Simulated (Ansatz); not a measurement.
# AlPH6 (SMILES [AlH3-][PH3+]): single points off equilibrium

The atoms stand at a structure displaced at random from a GFN2-xTB minimum. How far do the functionals agree with CCSD(T) there?

Method: single points in def2-TZVPP; program: Ansatz 0.2.0, Gaussian basis.

Cores are frozen in the correlated methods.

### 1 The system as given

8 atoms, charge 0, spin multiplicity 1.

Atoms are counted from 1 here; the program's logs count them from 0.

Bond lengths: Al1–P2 2.527 Å, Al1–H3 1.537 Å, Al1–H4 1.582 Å, Al1–H5 1.542 Å, P2–H6 1.358 Å, P2–H7 1.385 Å, P2–H8 1.379 Å. Angles: P2–Al1–H3 96.3°, P2–Al1–H4 95.6°, P2–Al1–H5 95.2°, H3–Al1–H4 117.1°, H3–Al1–H5 120.2°, H4–Al1–H5 119.8°, Al1–P2–H6 121.0°, Al1–P2–H7 124.2°, Al1–P2–H8 121.3°, H6–P2–H7 94.4°, H6–P2–H8 94.6°, H7–P2–H8 94.0°.

Geometry (Å):

```xyz
8
AlH6P
Al   -0.4672    0.1740   -1.3959
P     0.3878   -0.1481    0.9602
H     0.4662   -0.8540   -2.0555
H    -1.9472   -0.2910   -1.0884
H    -0.1333    1.6777   -1.4603
H     0.8958    0.8937    1.6687
H     1.4091   -1.0181    1.3052
H    -0.4464   -0.5731    1.9725
```

### 2 CCSD(T)/def2-TZVPP

Input file run/in.yaml:

```yaml
crystal:
  periodic: [false, false, false]
  atoms:
    - {symbol: Al, position_ang: [-0.467200, 0.174000, -1.395900]}
    - {symbol: P, position_ang: [0.387800, -0.148100, 0.960200]}
    - {symbol: H, position_ang: [0.466200, -0.854000, -2.055500]}
    - {symbol: H, position_ang: [-1.947200, -0.291000, -1.088400]}
    - {symbol: H, position_ang: [-0.133300, 1.677700, -1.460300]}
    - {symbol: H, position_ang: [0.895800, 0.893700, 1.668700]}
    - {symbol: H, position_ang: [1.409100, -1.018100, 1.305200]}
    - {symbol: H, position_ang: [-0.446400, -0.573100, 1.972500]}
basis:
  gaussian: {orbitals: def2-TZVPP}
correlation: {method: ccsd_t}
output: {forces: true}
```

The command line of these runs was not kept.

### 3 PBE0-D4/def2-TZVPP

run/in.yaml, as its differences from that of step 2:

```diff
@@ -13,3 +13,3 @@
   gaussian: {orbitals: def2-TZVPP}
-correlation: {method: ccsd_t}
-output: {forces: true}
+hamiltonian: {xc: pbe0, dispersion: d4}
+output: {forces: true, orbitals: {seedname: orbitals}}
```

### 4 wB97M-V/def2-TZVPP

run/in.yaml, as its differences from that of step 3:

```diff
@@ -13,3 +13,3 @@
   gaussian: {orbitals: def2-TZVPP}
-hamiltonian: {xc: pbe0, dispersion: d4}
-output: {forces: true, orbitals: {seedname: orbitals}}
+hamiltonian: {xc: {name: wB97M-V}}
+output: {forces: true}
```

### 5 r2SCAN-D4/def2-TZVPP

run/in.yaml, as its differences from that of step 4:

```diff
@@ -13,3 +13,3 @@
   gaussian: {orbitals: def2-TZVPP}
-hamiltonian: {xc: {name: wB97M-V}}
+hamiltonian: {xc: r2scan, dispersion: d4}
 output: {forces: true}
```

### 6 PBE-D4/def2-TZVPP

run/in.yaml, as its differences from that of step 5:

```diff
@@ -13,3 +13,3 @@
   gaussian: {orbitals: def2-TZVPP}
-hamiltonian: {xc: r2scan, dispersion: d4}
+hamiltonian: {xc: pbe, dispersion: d4}
 output: {forces: true}
```

### 7 r2SCANh-D4/def2-TZVPP

run/in.yaml, as its differences from that of step 6:

```diff
@@ -13,3 +13,3 @@
   gaussian: {orbitals: def2-TZVPP}
-hamiltonian: {xc: pbe, dispersion: d4}
+hamiltonian: {xc: {name: r2SCANh}, dispersion: d4}
 output: {forces: true}
```

### 8 CAM-B3LYP-D4/def2-TZVPP

run/in.yaml, as its differences from that of step 7:

```diff
@@ -13,3 +13,3 @@
   gaussian: {orbitals: def2-TZVPP}
-hamiltonian: {xc: {name: r2SCANh}, dispersion: d4}
+hamiltonian: {xc: {name: CAM-B3LYP}, dispersion: d4}
 output: {forces: true}
```

(Steps that only read results are left out.)

Q: Predict the outcome of this session. Wanted: energy less free atoms, CCSD(T)/def2-TZVPP; RMS force component; RMS force error; HOMO and LUMO, PBE0-D4; T1 diagnostic.

As calculated:

| quantity | value |
| --- | --- |
| energy less free atoms, CCSD(T)/def2-TZVPP | -1910.4 kJ/mol |
| RMS force component | 0.399 to 0.566 eV/Å over the methods |
| RMS force error | PBE0-D4 0.100, wB97M-V 0.048, r2SCAN-D4 0.113, PBE-D4 0.220, r2SCANh-D4 0.082, CAM-B3LYP-D4 0.040 eV/Å |
| HOMO and LUMO, PBE0-D4 | -7.84 and -0.38 eV |
| T1 diagnostic | 0.012 |

In words: Against CCSD(T) the functionals' energies less atoms differ by -66.5 to -5.3 kJ/mol, PBE-D4 by -5.3 kJ/mol. The reference is not at the basis limit: in triple zeta CCSD(T) underbinds, which counts against methods that bind more; the gaps are no ranking. For forces CAM-B3LYP-D4 does best and PBE-D4 worst. Frozen-core CCSD(T) forces in triple zeta carry basis errors of their own, and this is one geometry, so small gaps rank nothing.
